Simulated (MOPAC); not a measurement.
MOPAC input (PM6):

```
PM6 1SCF CHARGE=-1 GEO-OK AUX(PRECISION=9) THREADS=1
C4H5

C     0.00080378 1   -0.02177211 1    0.41324146 1
C    -0.00024699 1   -0.78565312 1   -0.85206570 1
C    -0.00289049 1    0.75882242 1   -0.86330175 1
C     0.00340449 1   -0.09814573 1    1.74489492 1
H    -0.90817693 1   -1.28775662 1   -1.19152984 1
H     0.90811688 1   -1.28467239 1   -1.19490016 1
H     0.90395000 1    1.25679477 1   -1.21086112 1
H    -0.91270055 1    1.25370994 1   -1.20749014 1
H     0.00238584 1    0.94241549 1    2.14816769 1
```

Problem. What heat of formation does the run end on, and which ionisation energy by Koopmans theorem?

Solution. 78.68 kcal/mol; 1.81 eV.
